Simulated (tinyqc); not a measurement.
Worked calculation: Pariser-Parr-Pople SCF with singles CI, for the molecule C=CC=C[CH2+] (SMILES; centres numbered as the heavy atoms are written). One step of it, computed by the program tinyqc.

Task: Iteration 1: orbitals and new P. Diagonalise F (the basis is taken as orthonormal) and form P = 2 sum c c over the lowest orbitals; 0.5 of the old P is kept.

F (eV), lower triangle:
```
            1C          2C          3C          4C          5C
1C  -10.152569
2C   -5.368211  -11.854256
3C   -0.873170   -4.570929  -10.942680
4C    0.387820    0.000000   -4.570929  -11.854256
5C    0.478114    0.387820   -0.873170   -5.368211  -10.152569
```

pi electrons, sum of z_r less the charge = 4

P at the start, lower triangle:
```
           1C         2C        3C        4C        5C
1C   0.666667
2C   0.788675   1.000000
3C   0.333333   0.577350  0.666667
4C  -0.211325   0.000000  0.577350  1.000000
5C  -0.333333  -0.211325  0.333333  0.788675  0.666667
```

Give: orbital energies; P after iteration 1.

Result:

orbital energies (eV): -19.9242  -17.0309  -8.9572  -5.4540  -3.5900

P after iteration 1, lower triangle:
```
         1C       2C      3C      4C      5C
1C   0.6426
2C   0.7901   1.0291
3C   0.3331   0.5745  0.6566
4C  -0.2071  -0.0237  0.5745  1.0291
5C  -0.3046  -0.2071  0.3331  0.7901  0.6426
```
